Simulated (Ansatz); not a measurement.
# CH6N (doublet): wave-function methods side by side at distance N1–H4 along a hydrogen transfer = 1.247 Å, cc-pVDZ

How much of the correlation energy of CH6N (doublet) does each wave-function method recover here?

Program: Ansatz 0.2.0, Gaussian basis. Level of theory: cc-pVDZ, core rule «outside noble gas», up to 2 orbitals frozen. These are calculated values, not measurements.

To be run: UHF; CCSD(T) on ROHF; CCSD(T) on UHF; BCCD(T) on ROHF; CISD; CCSDT(Q) on ROHF; CCSDT(Q) on UHF; CASSCF and MRCISD+Q, 3 electrons in 3 orbitals; CASSCF and NEVPT2, 3 electrons in 3 orbitals.

## Step 1: The system

The geometry derives from fragments relaxed apart (PBE0/def2-TZVP) and kept rigid, so it is no stationary point. A hydrogen atom is moved between rigid fragments.

8 atoms, charge 0, spin multiplicity 2.

Atoms are counted from 1 here; the program's logs count them from 0.

Bond lengths: N1–H2 1.012 Å, N1–H3 1.012 Å, N1–H4 1.247 Å, C5–H6 1.080 Å, C5–H7 1.080 Å, C5–H8 1.080 Å. Angles: H2–N1–H3 107.1°, H2–N1–H4 107.1°, H3–N1–H4 107.1°, H6–C5–H7 120.0°, H6–C5–H8 120.0°, H7–C5–H8 120.0°.

## Step 2: UHF

File in.yaml:

```yaml
crystal:
  periodic: [false, false, false]
  atoms:
    - {symbol: N, position_ang: [-1.263030, -0.017777, -0.027670]}
    - {symbol: H, position_ang: [-1.560309, 0.950057, -0.027670]}
    - {symbol: H, position_ang: [-1.560309, -0.420076, 0.852589]}
    - {symbol: H, position_ang: [-0.016030, -0.017777, -0.027670]}
    - {symbol: C, position_ang: [1.386970, -0.017777, -0.027670]}
    - {symbol: H, position_ang: [1.386970, -1.097799, -0.027670]}
    - {symbol: H, position_ang: [1.386970, 0.522234, 0.907657]}
    - {symbol: H, position_ang: [1.386970, 0.522234, -0.962998]}
basis:
  gaussian: {orbitals: cc-pVDZ}
magnetization: {spin_polarized: true, initial_magnetization: 1}
hamiltonian: {xc: hf}
output: {orbitals: {seedname: orbitals}}
```

Command:

```console
$ ansatz run in.yaml --threads 1 --pin off --events-out ev --progress --plain --max-ram 2816MiB --backend cpu
```

After this run come: CCSD(T) on ROHF; CCSD(T) on UHF; BCCD(T) on ROHF; CISD; CCSDT(Q) on ROHF; CCSDT(Q) on UHF; CASSCF and MRCISD+Q, 3 electrons in 3 orbitals; CASSCF and NEVPT2, 3 electrons in 3 orbitals.

**Question.** What will the summary of the whole plan be? Wanted: UCCSDT(Q) below the RHF energy; RMP2 from UCCSDT(Q); UMP2 from UCCSDT(Q); RCCSD from UCCSDT(Q); RCCSD(T) from UCCSDT(Q); UCCSD(T) from UCCSDT(Q); RCCSDT(Q) from UCCSDT(Q); NEVPT2 pair from UCCSDT(Q); MRCISD+Q pair from UCCSDT(Q).

The runs gave:

| quantity | value |
| --- | --- |
| UCCSDT(Q) below the RHF energy | -10.6278 eV |
| RMP2 from UCCSDT(Q) | +1290.8 meV |
| UMP2 from UCCSDT(Q) | +1353.0 meV |
| RCCSD from UCCSDT(Q) | +297.7 meV |
| RCCSD(T) from UCCSDT(Q) | +42.5 meV |
| UCCSD(T) from UCCSDT(Q) | +43.2 meV |
| RCCSDT(Q) from UCCSDT(Q) | +0.8 meV |
| NEVPT2 pair from UCCSDT(Q) | +1258.0 meV |
| MRCISD+Q pair from UCCSDT(Q) | +171.1 meV |
| levels within 1 kcal/mol (43 meV) | RCCSD(T), UCCSD(T), BCCD(T), RCCSDT, UCCSDT, RCCSDT(Q) |
| T1 diagnostic | 0.027 |

RCCSD(T) misses by +42.5 meV, 0.4 % of the correlation energy. Of the multireference levels listed MRCISD+Q pair comes nearest in total energy (+171.1 meV), which doesn't show that its space is the better one. These misses are within one basis, not against nature; the frozen cores of restricted and unrestricted runs differ, which can shift their rows.
